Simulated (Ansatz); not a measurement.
Torsion profile

CH4Si (SMILES C=[SiH2]), singlet, at its PBE0-D4/def2-TZVP minimum:

C1  (-0.713, -0.528, -0.255)
Si2  (0.599, 0.443, 0.215)
H3  (-1.385, -0.978, 0.466)
H4  (-0.932, -0.737, -1.296)
H5  (0.909, 0.735, 1.630)
H6  (1.521, 1.064, -0.760)
(Å)

The dihedral angle H3–C1–Si2–H5 (0.1° at the minimum) is set to the values below, the two halves turning rigidly about the central bond. Each method's energies count from its own value at the PBE0-D4 minimum structure. 1 of 7 computed points, where the reference changed state or T1 grew large, are left out. Ansatz 0.2.0; basis: def2-TZVPP; cores frozen in the correlated methods.

CCSD(T) energies along the scan:
```tsv
dihedral angle (°)	CCSD(T) (meV)
8.4	23
34.1	372
59.8	1104
111.2	1434
137.0	586
162.7	97
```
They count from the CCSD(T) energy at the PBE0-D4 minimum.

Largest difference from the CCSD(T) curve over the scan: PBE-D4 37; HF 99; MP2 56 meV. Each curve counts from its own value at the minimum.

T1 diagnostic: at most 0.037. The T1 diagnostic is large here, which may signal multireference character or strong orbital relaxation, so CCSD(T) is less sure. The restricted Hartree–Fock reference is unstable towards an unrestricted one here.

For scale, one of the runs: CCSD(T)/def2-TZVPP, 129 basis functions (an equivalent command: `ansatz run in.yaml --threads 2`). The run took 4.4 s on 2 CPU threads (shared host), with 0.6 GiB of host memory at its peak.
